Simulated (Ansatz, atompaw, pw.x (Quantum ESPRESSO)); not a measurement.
What a changed setting does to a pw.x run (bcc Re)

Potential: PAW, atompaw 4.2.0.5, LDA (PW92); core [Kr] 4d10, reference 4f14 5s2 5p6 5d5 6s2 6p0; waves: 5s (bound); 6s (bound); 5p (bound); 6p (bound, empty); 5d (bound); 5d channel at 1.9 Ry; 4f (bound); 4f channel at -1.05 Ry; local part: troulliermartins scheme with l = 4 at 0 Ry, radius 2.25 bohr; core correction: smooth core density matched at 2.15 bohr; augmentation: besselshape compensation charge, radius 2.00 bohr; PAW radius 2.45 bohr; waves and projectors: bloechl.

The reference run (k-mesh 15³, cutoffs 85/850 Ry, Fermi–Dirac 0.01 Ry, mixing_beta 0.4, conv_thr 1e-9, no spin) gives 0.34 GPa at 14.453 Å³/atom, where all-electron LAPW gives 0.92 GPa. This run, with its own iteration cap, changes smearing to mp.

```
&control
  calculation='scf', prefix='x', pseudo_dir='./', outdir='./tmp', tstress=.true., disk_io='none'
/
&system
  ibrav=0, nat=1, ntyp=1, ecutwfc=85, ecutrho=850, nbnd=24,
  occupations='smearing', smearing='mp', degauss=0.01
/
&electrons
  conv_thr=1e-09, mixing_beta=0.4, electron_maxstep=60
/
ATOMIC_SPECIES
Re 1.0 Re.UPF
CELL_PARAMETERS angstrom
  -1.53449686 1.53449686 1.53449686
  1.53449686 -1.53449686 1.53449686
  1.53449686 1.53449686 -1.53449686
ATOMIC_POSITIONS crystal
Re 0.0000 0.0000 0.0000
K_POINTS automatic
15 15 15 0 0 0
```

```bash
pw.x < Re.scf.in > Re.scf.out
```

Question: How does the run end?

Answer: It converges in 11 iterations; the free energy moves by +37.5 meV/atom and the pressure by -0.50 GPa. This scheme is built to cancel the term in the square of the width that Fermi–Dirac smearing leaves in the F of a metal.

```
Message from routine setup:
     using ibrav=0 with symmetry is DISCOURAGED, use correct ibrav instead
     lattice parameter (alat)  =       5.0226  a.u.
     unit-cell volume          =      97.5337 (a.u.)^3
     number of electrons       =        29.00
     number of Kohn-Sham states=           24
     kinetic-energy cutoff     =      85.0000  Ry
     charge density cutoff     =     850.0000  Ry
     scf convergence threshold =      1.0E-09
     Exchange-correlation= SLA PW NOGX NOGC
     number of k points=   120  Methfessel-Paxton smearing, width (Ry)=  0.0100
     iteration #  1     ecut=    85.00 Ry     beta= 0.40
     c_bands:  1 eigenvalues not converged
     total energy              =   -1375.59928520 Ry
     estimated scf accuracy    <       0.04827775 Ry
     iteration #  2     ecut=    85.00 Ry     beta= 0.40
     total energy              =   -1375.60669754 Ry
     estimated scf accuracy    <       0.00427987 Ry
     iteration #  3     ecut=    85.00 Ry     beta= 0.40
     c_bands:  1 eigenvalues not converged
     c_bands:  1 eigenvalues not converged
     total energy              =   -1375.60922110 Ry
     estimated scf accuracy    <       0.00082532 Ry
     iteration #  4     ecut=    85.00 Ry     beta= 0.40
     c_bands:  1 eigenvalues not converged
     c_bands:  1 eigenvalues not converged
     total energy              =   -1375.60944033 Ry
     estimated scf accuracy    <       0.00006116 Ry
     iteration #  5     ecut=    85.00 Ry     beta= 0.40
     c_bands:  1 eigenvalues not converged
     total energy              =   -1375.60950533 Ry
     estimated scf accuracy    <       0.00004536 Ry
     iteration #  6     ecut=    85.00 Ry     beta= 0.40
     total energy              =   -1375.60950880 Ry
     estimated scf accuracy    <       0.00000037 Ry
     iteration #  7     ecut=    85.00 Ry     beta= 0.40
     total energy              =   -1375.60950892 Ry
     estimated scf accuracy    <       0.00000013 Ry
     iteration #  8     ecut=    85.00 Ry     beta= 0.40
     total energy              =   -1375.60950896 Ry
     estimated scf accuracy    <          2.0E-09 Ry
     iteration #  9     ecut=    85.00 Ry     beta= 0.40
     total energy              =   -1375.60950896 Ry
     estimated scf accuracy    <          2.6E-09 Ry
     iteration # 10     ecut=    85.00 Ry     beta= 0.40
     total energy              =   -1375.60950896 Ry
     estimated scf accuracy    <          1.6E-09 Ry
     iteration # 11     ecut=    85.00 Ry     beta= 0.40
     the Fermi energy is    32.8934 ev
!    total energy              =   -1375.60950896 Ry
     estimated scf accuracy    <          4.7E-11 Ry
     smearing contrib. (-TS)   =      -0.00005769 Ry
     convergence has been achieved in  11 iterations
          total   stress  (Ry/bohr**3)                   (kbar)     P=       -1.61
     Message from routine punch:
     Nothing written, as per user request (disk_io='none')
```

The run took about 66 s on one core of a shared host (Intel(R) Xeon(R) Platinum 8559C, 192 threads, 1488 GiB, load 28).
